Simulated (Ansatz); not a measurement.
The input, for Ansatz 0.2.0:

```yaml
crystal:
  periodic: [false, false, false]
  atoms:
    - {symbol: C, position_ang: [0.000000, -0.110159, 0.207909]}
    - {symbol: H, position_ang: [0.000000, 2.216441, -3.026157]}
    - {symbol: H, position_ang: [0.000000, -0.110159, 1.290821]}
    - {symbol: H, position_ang: [0.000000, -0.793618, -0.742126]}
basis:
  gaussian: {orbitals: cc-pVDZ}
total_charge: 1
magnetization: {spin_polarized: false, initial_magnetization: 2}
correlation: {method: bccd_t, electrons: outside_noble_gas}
```

```sh
$ ansatz run in.yaml --threads 1 --pin off --events-out ev --progress --plain --max-ram 2393MiB
```

Output:

```
263 factors; integrals over basis functions are off by at most 1.4e-3 eV
mean field evaluation 1: about -1057.4483 eV, gradient 2.1e1 eV
mean field evaluation 2: about -1057.4487 eV, gradient 2.1e1 eV
mean field evaluation 4: about -1062.5821 eV, gradient 9.7e0 eV
mean field evaluation 8: about -1062.9846 eV, gradient 6.3e-2 eV
mean field evaluation 16: about -1062.9796 eV, gradient 1.1e0 eV
mean field evaluation 32: about -1062.1599 eV, gradient 1.0e-3 eV
mean field evaluation 64: about -1061.8729 eV, gradient 2.3e0 eV
mean field evaluation 96: about -1061.6520 eV, gradient 3.4e0 eV
mean field -1062.98459962 eV, -39.0639635193 hartree, gradient 8.4e-7 eV, S^2 2.000000; 7 other end points of the search recorded, 0 dependent functions left out
mean field evaluation 128: about -1063.0582 eV, gradient 6.3e-1 eV
determinant -1062.98459962 eV, -39.0639635193 hartree, with singles and doubles -1065.72461575 eV, -39.1646572549 hartree
determinant -1062.15925118 eV, -39.0336325235 hartree, with singles and doubles -1065.03986246 eV, -39.1394930354 hartree
1 core orbitals not correlated: weight in the atoms' cores, before any rotation towards them, 1.000 or more for the frozen orbitals, at most 0.000 for the correlated occupied ones
reference -1062.98459962 eV, -39.0639635193 hartree; 4, 2 occupied and 24, 26 virtual orbitals, 263 factors
second order -2.09883477 eV of doubles, -0.04803258 eV of singles
cycle   1  -2.72948502 eV  change   -1.4e-1 eV  update   1.2e-2
cycle   2  -2.73378118 eV  change   -4.3e-3 eV  update   3.3e-3
cycle   3  -2.73578060 eV  change   -2.0e-3 eV  update   9.2e-4
cycle   4  -2.73615267 eV  change   -3.7e-4 eV  update   2.9e-4
cycle   5  -2.73616805 eV  change   -1.5e-5 eV  update   1.1e-4
cycle   6  -2.73617651 eV  change   -8.5e-6 eV  update   3.4e-5
cycle   7  -2.73617964 eV  change   -3.1e-6 eV  update   9.2e-6
cycle   8  -2.73618046 eV  change   -8.2e-7 eV  update   3.3e-6
perturbative correction -0.03765002 eV, -0.0013836127 hartree
Total energy: -1065.75843010 eV, -39.1658999092 hartree
```

For the same geometry and basis full CI lies 11.6 meV lower.

Ran on 1 thread of Arm Neoverse V1, shared host: 0.63 s wall, 0.18 GiB peak host memory.
